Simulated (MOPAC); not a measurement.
# C5H8O (Methyl cyclopropyl ketone) at PM7-

We compute a structure relaxation of C5H8O (Methyl cyclopropyl ketone). 

Program for the calculation: MOPAC 23.2.5.

## Step 1: The structure to begin with

The species is C5H8O (14 atoms), meant as a singlet with charge 0. SMILES: `CC(=O)C1CC1`. All atoms were displaced at random from a relaxed shape. The run starts from this shape.

Bond lengths: C1–C2 1.484 Å, C2–O3 1.248 Å, C2–C4 1.464 Å, C4–C5 1.508 Å, C4–C6 1.520 Å, C5–C6 1.494 Å, C1–H7 1.099 Å, C1–H8 1.112 Å, C1–H9 1.087 Å, C4–H10 1.093 Å, C5–H11 1.072 Å, C5–H12 1.051 Å, C6–H13 1.069 Å, C6–H14 1.084 Å. Some angles: C1–C2–O3 120.4°, C1–C2–C4 119.3°, O3–C2–C4 120.3°, C2–C4–C5 118.5°, C2–C4–C6 118.3°, C5–C4–C6 59.1°, C4–C5–C6 60.8°, C4–C6–C5 60.0°, C2–C1–H7 112.0°, C2–C1–H8 109.3°.

## Step 2: A structure relaxation at PM7-

job.mop

```
PM7- PRECISE DISP MULLIK CYCLES=300 GNORM=0.05 THREADS=1 AUX(PRECISION=6)
C5H8O optimise

C      0.358597    -0.231735     2.113727
C     -0.045106    -0.577742     0.728692
O     -0.426023    -1.733843     0.452409
C      0.067467     0.433811    -0.323115
C      0.469466    -0.009119    -1.707683
C     -0.942871     0.408969    -1.458546
H      0.223058    -1.075594     2.803913
H     -0.262273     0.616781     2.476779
H      1.379751     0.139230     2.136290
H      0.416534     1.409908     0.023072
H      1.108024     0.634612    -2.280392
H      0.634587    -1.040025    -1.826853
H     -1.686469    -0.353660    -1.370772
H     -1.277011     1.376927    -1.815361
```

The run is started by

```console
mopac job.mop
```

What values should one expect? Wanted: total energy at the end; dipole moment; HOMO energy; LUMO energy; HOMO–LUMO gap; heat of formation.

Computed results:

Level: PM7-.

```
               quantity           value
total energy at the end    -37.37140 Eh
          dipole moment          2.97 D
            HOMO energy       -10.20 eV
            LUMO energy         0.68 eV
          HOMO–LUMO gap        10.88 eV
      heat of formation  -29.3 kcal/mol
```

At the final geometry: Bond lengths: C1–C2 1.500 Å, C2–O3 1.206 Å, C2–C4 1.491 Å, C4–C5 1.520 Å, C4–C6 1.520 Å, C5–C6 1.501 Å, C1–H7 1.101 Å, C1–H8 1.098 Å, C1–H9 1.098 Å, C4–H10 1.093 Å, C5–H11 1.086 Å, C5–H12 1.091 Å, C6–H13 1.091 Å, C6–H14 1.086 Å. Some angles: C1–C2–O3 121.6°, C1–C2–C4 116.4°, O3–C2–C4 121.9°, C2–C4–C5 117.7°, C2–C4–C6 117.7°, C5–C4–C6 59.2°, C4–C5–C6 60.4°, C4–C6–C5 60.4°, C2–C1–H7 111.2°, C2–C1–H8 111.4°. The optimisation took 31 steps and changed the energy by -0.198 eV. Mulliken charges run from -0.70 on C1 to +0.53 on C2.
